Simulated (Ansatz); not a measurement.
Program: Ansatz 0.2.0.

A structure relaxed at PBE0-D4/def2-TZVP, charge 0, multiplicity 1:

```json
{"atom": "C1", "x (Å)": "-1.640", "y (Å)": "-0.991", "z (Å)": "-0.498"}
{"atom": "C2", "x (Å)": "-0.823", "y (Å)": "-0.395", "z (Å)": "0.356"}
{"atom": "C3", "x (Å)": "0.108", "y (Å)": "0.718", "z (Å)": "0.009"}
{"atom": "C4", "x (Å)": "1.559", "y (Å)": "0.362", "z (Å)": "0.248"}
{"atom": "F5", "x (Å)": "-0.046", "y (Å)": "1.077", "z (Å)": "-1.321"}
{"atom": "H6", "x (Å)": "-1.687", "y (Å)": "-0.683", "z (Å)": "-1.535"}
{"atom": "H7", "x (Å)": "-2.286", "y (Å)": "-1.802", "z (Å)": "-0.182"}
{"atom": "H8", "x (Å)": "-0.787", "y (Å)": "-0.709", "z (Å)": "1.396"}
{"atom": "H9", "x (Å)": "-0.157", "y (Å)": "1.606", "z (Å)": "0.601"}
{"atom": "H10", "x (Å)": "2.202", "y (Å)": "1.205", "z (Å)": "-0.009"}
{"atom": "H11", "x (Å)": "1.719", "y (Å)": "0.111", "z (Å)": "1.298"}
{"atom": "H12", "x (Å)": "1.837", "y (Å)": "-0.499", "z (Å)": "-0.362"}
```

(1) Give its formula and SMILES.

(2) Summarise the bond lengths by kind.

## Answers

(1) C4H7F, `C=CC(C)F`.

(2) 3 × C–C 1.323 to 1.513 Å; 7 × C–H 1.083 to 1.099 Å; 1 × C–F 1.387 Å.
